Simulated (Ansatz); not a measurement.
Breaking a bond: BeH, doublet.

ROCCSD(T) = CCSD(T) on ROHF/cc-pVDZ, frozen core (Ansatz, a first-principles code); UKS-PBE = unrestricted PBE/cc-pVDZ (Ansatz); UCCSD(T) = Ansatz with CCSD(T) on UHF/cc-pVDZ, frozen core; UKS-B3LYP = unrestricted B3LYP/cc-pVDZ (Ansatz); UKS-CAM-B3LYP = unrestricted CAM-B3LYP/cc-pVDZ (Ansatz); FCI = full CI/cc-pVDZ, frozen core in Ansatz.

Cost and accuracy over the 22 points of the scan, with FCI as yardstick. Costs are rough ratios of core time within Ansatz on shared cores, each with its mean field (Kohn-Sham runs search longer for lower solutions than correlated ones do); the miss is the largest error against full CI of the curve after the mean shift, in kJ/mol.

| level | relative cost | largest error |
|---|---|---|
| ROCCSD(T) | 1 | 1.4 |
| UKS-PBE | 1 | 25.9 |
| UCCSD(T) | 1 | 0.6 |
| UKS-B3LYP | 1 | 30.5 |
| UKS-CAM-B3LYP | 2 | 29.6 |

Costs within a factor of two of each other count as equal.

The T1 diagnostic of CCSD on the restricted reference of ROCCSD(T) exceeds 0.045 at 1.83 to 2.73 Å. The unrestricted determinant behind UCCSD(T) is spin-contaminated at 2.07 to 5.37 Å (<S²> up to 1.0, against 0.75 for a pure doublet).
